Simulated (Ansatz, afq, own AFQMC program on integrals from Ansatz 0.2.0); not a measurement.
AFQMC on a folder of integrals that Ansatz 0.2.0 wrote.

```yaml
crystal:
  periodic: [false, false, false]
  atoms:
    - {symbol: Al, position_ang: [0.000000, 0.000000, 0.696811]}
    - {symbol: N, position_ang: [0.000000, 0.000000, -1.099242]}
    - {symbol: H, position_ang: [0.000000, 0.822256, -1.688737]}
    - {symbol: H, position_ang: [0.000000, -0.822256, -1.688737]}
basis:
  gaussian: {orbitals: aug-cc-pVDZ}
total_charge: 1
magnetization: {spin_polarized: true, initial_magnetization: 1}
correlation: {method: ccsd_t, electrons: outside_noble_gas, hamiltonian_folder: ham}
```

```sh
$ ansatz run in.yaml --threads 1 --pin off --events-out ev --progress --plain --max-ram 16896MiB --backend cuda --devices 0, --max-vram 18GiB
```

afq runs on the folder ham with

```
--method phaseless --trial hf --walkers 2200 --populations 20 --least-time 40 --time-step 0.005 --steps-per-block 20 --equilibration-blocks 112 --max-blocks 4000 --target-error 0.0009000 --factor-cut 1e-05 --start spin_pure --seed 7557 --taylor-order 6
```

Times are imaginary, in 1/Eh. The walk had a cap of 97 s. With eight or more populations the least sampling time is a fifth of least-time, and the error comes from their spread.

```
orbitals 62  electrons 5 4  factors 505 of 669
reference energy -297.27970026 Eh
CCSD correlation -0.22425697 Eh in 12 cycles, weight of the determinant in the CISD state 0.9102
energy of the start -297.279786 Eh
 block  time / (1/Eh)  mean weight  energy / Eh
     1     0.100  1.0013  -297.340864
     2     0.200  1.0018  -297.383974
     3     0.300  1.0018  -297.411142
     4     0.400  1.0013  -297.432078
     5     0.500  1.0011  -297.449649
     8     0.800  1.0005  -297.473152
    12     1.200  1.0000  -297.490891
    45     4.500  1.0001  -297.522427
    78     7.800  1.0001  -297.515215
   111    11.100  1.0001  -297.514548
   144    14.400  1.0003  -297.512656
   177    17.700  0.9995  -297.518973
   210    21.000  1.0000  -297.514168
   243    24.300  1.0001  -297.512559
   276    27.600  1.0006  -297.508772
   298    29.800  1.0004  -297.530530
   309    30.900  1.0000  -297.515491
   342    34.200  1.0001  -297.517633
   375    37.500  0.9997  -297.506107
   408    40.800  1.0003  -297.520237
   441    44.100  0.9998  -297.510397
   452    45.200  1.0007  -297.525229
error from the spread of 20 populations
energy -297.514742 +/- 0.000867 Eh
(rows thinned)
```

Question: Estimate how long the walk took on 1 × NVIDIA H100 80GB HBM3 with 2 threads of AMD EPYC 7R13 Processor (Zen 3), with other jobs on the host (the card was shared).

Answer: 36 s of wall time.

The run passed its tests (sampling time, drift between the halves within three errors, error under three times the target), which doesn't prove that it has relaxed.

Against this walk (error 23.6 meV) on the same determinant: CCSD(T) 84.6 meV higher, CCSDT(Q) 50.4 meV higher, a separate phaseless walk with a CISD trial and standard settings 71.7 ± 24.0 meV higher. The error is statistical and leaves out the bias of the constraint.

Cautions: constraint bias not in the error.

CCSDT and higher add their correlation energy to the determinant of the CCSD(T) run, since their own runs factorise the integrals more tightly (a shift of under 2 meV). A walk keeps the symmetry of its determinant, which the program's search chose and which needn't be the lowest solution, so a lower state of the same spin and another symmetry isn't excluded.
